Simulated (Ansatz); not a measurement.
**HP (charge +1): ladder of methods at one geometry in Python**

Aim: a ladder of methods at one geometry, for HP (charge +1), run from a script.

Computed with Ansatz 0.2.0, driven from Python. The levels of theory stand in the script.

### Step 1. The structure

Bond lengths: P1–H2 1.485 Å.

The script holds or builds the structure itself.

### Step 2. Script

File methods.py:

```python
'''One geometry of HP(+), method by method.'''

import ansatz as az

geometry_ang = [
    ('P', (0.0, 0.0, 0.0)),
    ('H', (0.0, 0.0, 1.485)),
]
hp = az.Crystal.molecule()
for symbol, xyz in geometry_ang:
    hp = hp.atom(symbol, xyz)

base = hp.calculation()
base = base.basis(gaussian='def2-SVP')
base = base.charge(1)
base = base.spin('collinear', total=1)

methods = ['mp2', 'ccsd', 'ccsd_t', 'ccsdt_q']
reports = [base.correlation(m).run(threads=1).report for m in methods]
print(f'Hartree-Fock reference {reports[0]["reference_energy_ev"] / 27.211386246:.6f} Ha')
best = reports[-1]['free_energy_ev'] - reports[-1]['reference_energy_ev']
for method, each in zip(methods, reports):
    gained = each['free_energy_ev'] - each['reference_energy_ev']
    print(f'{method:8s} total {each["free_energy_ev"] / 27.211386246:.6f} Ha  correlation {gained:9.4f} eV  ({100 * gained / best:.1f} % of the last)')
```

### Step 3. The calls as engine input

The engine receives this input (first run):

```yaml
crystal:
  periodic: [false, false, false]
  atoms:
    - { symbol: P, position_ang: [0.0, 0.0, 0.0] }
    - { symbol: H, position_ang: [0.0, 0.0, 1.485] }
basis:
  gaussian:
    orbitals: def2-SVP
magnetization:
  spin_polarized: true
  initial_magnetization: 1.0
total_charge: 1.0
correlation:
  method: mp2
```

### Step 4. Running it

The run is started by

```
python methods.py
```

Output:

```text
Hartree-Fock reference -340.818486 Ha
mp2      total -340.890004 Ha  correlation   -1.9461 eV  (71.9 % of the last)
ccsd     total -340.915618 Ha  correlation   -2.6431 eV  (97.6 % of the last)
ccsd_t   total -340.917415 Ha  correlation   -2.6920 eV  (99.4 % of the last)
ccsdt_q  total -340.918004 Ha  correlation   -2.7080 eV  (100.0 % of the last)
```

Run time: 2.1 s. Hardware: 1 thread of Arm Neoverse V2, shared host; peak memory 0.14 GiB.

### Step 5. What changed from run to run

The engine's inputs for the other runs:

Run 2, against run 1:

```diff
@@ -14 +14 @@
-  method: mp2
+  method: ccsd
```

Run 3, against run 1:

```diff
@@ -14 +14 @@
-  method: mp2
+  method: ccsd_t
```

Run 4, against run 1:

```diff
@@ -14 +14 @@
-  method: mp2
+  method: ccsdt_q
```

### Step 6. The runs side by side

The 4 runs, in the order started:

| run | method | energy (eV) | <S²> | iterations in all | CPU time (s) |
| --- | --- | --- | --- | --- | --- |
| 1 | mp2 | -9276.0896 | 0.76 | 35 | 0.08 |
| 2 | ccsd | -9276.7865 | 0.76 | 120 | 0.27 |
| 3 | ccsd_t | -9276.8354 | 0.76 | 120 | 0.29 |
| 4 | ccsdt_q | -9276.8515 | 0.76 | 114 | 1.1 |

Correlation energies (total less mean field):

```csv
method,correlation (eV),share of the last,miss against the last (eV),CPU time (s)
mp2,-1.946,71.9 %,+0.762,0.08
ccsd,-2.643,97.6 %,+0.065,0.27
ccsd_t,-2.692,99.4 %,+0.016,0.29
ccsdt_q,-2.708,100.0 %,+0.000,1.1
```

### Step 7. Results

| quantity | value |
| --- | --- |
| runs compared | 4 |
| correlation energy, last run | -2.708 eV |

**Reading.** mp2 catches 72 % of the correlation energy of ccsdt_q. The geometry is a force-field or estimated start, not a minimum of this method, and the basis set is short of its limit. A lower total doesn't mark the better method: functionals have no common bound, and MP2 and coupled cluster aren't variational. The species is open-shell (spin multiplicity 2). Inner cores stay frozen, so this is valence correlation.
